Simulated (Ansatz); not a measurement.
Worked example: H$_{3}$Si–AlH⁺, triplet against H3Si–AlH, doublet

Geometry (PBE0/def2-TZVP stationary point of a doublet), kept for both states (H3Si–AlH, doublet: A'; H3Si–AlH⁺, triplet: A'):

```yaml
atoms:
  - { symbol: Si, position_ang: [0.0000, 0.0493, 1.1585] }
  - { symbol: Al, position_ang: [0.0000, -0.1012, -1.3138] }
  - { symbol: H, position_ang: [0.0000, 1.4304, 1.7233] }
  - { symbol: H, position_ang: [1.1989, -0.6588, 1.6941] }
  - { symbol: H, position_ang: [-1.1989, -0.6588, 1.6941] }
  - { symbol: H, position_ang: [0.0000, 1.2225, -2.2207] }
```

Basis cc-pVDZ; Ansatz 0.2.0. Only valence electrons are correlated (noble-gas cores frozen). R marks a restricted (for open shells ROHF) determinant, U an unrestricted one.

Full CI isn't at hand for all of this; UCCSDT(Q) serves as the reference, and is uncertain by the last step of the cluster series or more.

```json
{"level": "UHF", "E(H3Si–AlH, doublet) (hartree)": "-533.127320", "E(H3Si–AlH⁺, triplet) (hartree)": "-532.796903"}
{"level": "UMP2", "E(H3Si–AlH, doublet) (hartree)": "-533.280764", "E(H3Si–AlH⁺, triplet) (hartree)": "-532.928336"}
{"level": "UCCSD(T)", "E(H3Si–AlH, doublet) (hartree)": "-533.326906", "E(H3Si–AlH⁺, triplet) (hartree)": "-532.974392"}
{"level": "PBE", "E(H3Si–AlH, doublet) (hartree)": "-533.955205", "E(H3Si–AlH⁺, triplet) (hartree)": "-533.605023"}
{"level": "r2SCAN", "E(H3Si–AlH, doublet) (hartree)": "-534.195877", "E(H3Si–AlH⁺, triplet) (hartree)": "-533.842780"}
{"level": "UCCSDT(Q)", "E(H3Si–AlH, doublet) (hartree)": "-533.328222", "E(H3Si–AlH⁺, triplet) (hartree)": "-532.975844"}
```

**Question.** Give the vertical gap, H3Si–AlH⁺ triplet less H3Si–AlH doublet, at each level in eV (1 hartree = 27.2114 eV), and each error against UCCSDT(Q).

**Answer.** UCCSDT(Q): (-532.975844 − (-533.328222)) × 27.2114 = 9.589 eV (the reference)
r2SCAN: (-533.842780 − (-534.195877)) × 27.2114 = 9.608 eV, error 0.019 eV
PBE: (-533.605023 − (-533.955205)) × 27.2114 = 9.529 eV, error -0.060 eV
UCCSD(T): (-532.974392 − (-533.326906)) × 27.2114 = 9.592 eV, error 0.003 eV
UMP2: (-532.928336 − (-533.280764)) × 27.2114 = 9.590 eV, error 0.001 eV
UHF: (-532.796903 − (-533.127320)) × 27.2114 = 8.991 eV, error -0.598 eV

Total energies of functionals can't be set beside those of wave-function methods, since they hold the core's correlation and their own absolute errors; only the differences compare.

In so small a basis the reference is far from its limit while semilocal and hybrid functionals are nearer theirs, so the functionals' errors here hold much of the reference's basis and frozen-core error, which can add to them or hide them.

Each level lands on the state that its own search finds. T1 diagnostics of restricted CCSD: 0.019 and 0.042.
